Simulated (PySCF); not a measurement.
# Relaxation of quartet B3

Computed with PySCF, UPBE0, basis B def2-TZVP (no relativity, density fitting). A (50,194) grid was used.

A hand-made linear chain start, of D∞h symmetry, held to at least that symmetry:

```xyz
3
charge 0 multiplicity 4, angstrom
B     0.0000    0.0000    0.0000
B     0.0000    0.0000    1.6150
B     0.0000    0.0000   -1.6150
```

At each step, columns x, y, z (Å) and Fx, Fy, Fz (eV/Å):

```
step 0  E − E(last) = 24.09 kJ/mol
B    0.000   0.000   0.000   0.000   0.000   0.052
B    0.000   0.000   1.615   0.000   0.000  -2.491
B    0.000   0.000  -1.615   0.000   0.000   2.438
step 1  E − E(last) = 0.25 kJ/mol
B    0.000   0.000   0.000   0.000   0.000   0.000
B    0.000   0.000   1.530   0.000   0.000  -0.289
B    0.000   0.000  -1.530   0.000   0.000   0.289
step 2  E − E(last) = 0.02 kJ/mol
B    0.000   0.000   0.000   0.000   0.000   0.000
B    0.000   0.000   1.519   0.000   0.000   0.074
B    0.000   0.000  -1.519   0.000   0.000  -0.074
step 3  E − E(last) = 0.00 kJ/mol
B    0.000   0.000   0.000   0.000   0.000   0.000
B    0.000   0.000   1.521   0.000   0.000  -0.001
B    0.000   0.000  -1.521   0.000   0.000   0.001
```

It ends at D∞h with B–B 1.521 Å (×2); B–B–B 180.0°. A frequency run shows a minimum. Other isomers or separated fragments may lie lower.

At this level a doublet minimum of D3h symmetry lies 170 kJ/mol below this structure.

The relaxation took about 12 core-seconds on a shared host.
